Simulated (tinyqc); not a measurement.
Worked calculation: extended Hueckel theory, for N2-. The parameters take no account of the charge, which enters only through the electron count, and nothing here shows that the anion is bound. One step of it, computed by the program tinyqc.

Task: Wolfsberg-Helmholz matrix. H_ij = K' S_ij (H_ii + H_jj)/2 for i != j (the diagonal keeps H_ii), with K' = K + D^2 + D^4 (1 - K), D = (H_ii - H_jj)/(H_ii + H_jj), K = 1.75.

overlap S, order 1N 2s, 1N 2px, 1N 2py, 1N 2pz, 2N 2s, 2N 2px, 2N 2py, 2N 2pz:
$$\begin{pmatrix}
1.000000 & 0.000000 & 0.000000 & 0.000000 & 0.326843 & 0.000000 & 0.000000 & -0.354197 \\
0.000000 & 1.000000 & 0.000000 & 0.000000 & 0.000000 & 0.181755 & 0.000000 & 0.000000 \\
0.000000 & 0.000000 & 1.000000 & 0.000000 & 0.000000 & 0.000000 & 0.181755 & 0.000000 \\
0.000000 & 0.000000 & 0.000000 & 1.000000 & 0.354197 & 0.000000 & 0.000000 & -0.326132 \\
0.326843 & 0.000000 & 0.000000 & 0.354197 & 1.000000 & 0.000000 & 0.000000 & 0.000000 \\
0.000000 & 0.181755 & 0.000000 & 0.000000 & 0.000000 & 1.000000 & 0.000000 & 0.000000 \\
0.000000 & 0.000000 & 0.181755 & 0.000000 & 0.000000 & 0.000000 & 1.000000 & 0.000000 \\
-0.354197 & 0.000000 & 0.000000 & -0.326132 & 0.000000 & 0.000000 & 0.000000 & 1.000000
\end{pmatrix}$$

diagonal H_ii (eV): 1N 2s -26.000000, 1N 2px -13.400000, 1N 2py -13.400000, 1N 2pz -13.400000, 2N 2s -26.000000, 2N 2px -13.400000, 2N 2py -13.400000, 2N 2pz -13.400000

K = 1.750000

Give: H.

Result:

H (eV), order 1N 2s, 1N 2px, 1N 2py, 1N 2pz, 2N 2s, 2N 2px, 2N 2py, 2N 2pz:
$$\begin{pmatrix}
-26.0000 & 0.0000 & 0.0000 & 0.0000 & -14.8714 & 0.0000 & 0.0000 & 12.8698 \\
0.0000 & -13.4000 & 0.0000 & 0.0000 & 0.0000 & -4.2622 & 0.0000 & 0.0000 \\
0.0000 & 0.0000 & -13.4000 & 0.0000 & 0.0000 & 0.0000 & -4.2622 & 0.0000 \\
0.0000 & 0.0000 & 0.0000 & -13.4000 & -12.8698 & 0.0000 & 0.0000 & 7.6478 \\
-14.8714 & 0.0000 & 0.0000 & -12.8698 & -26.0000 & 0.0000 & 0.0000 & 0.0000 \\
0.0000 & -4.2622 & 0.0000 & 0.0000 & 0.0000 & -13.4000 & 0.0000 & 0.0000 \\
0.0000 & 0.0000 & -4.2622 & 0.0000 & 0.0000 & 0.0000 & -13.4000 & 0.0000 \\
12.8698 & 0.0000 & 0.0000 & 7.6478 & 0.0000 & 0.0000 & 0.0000 & -13.4000
\end{pmatrix}$$
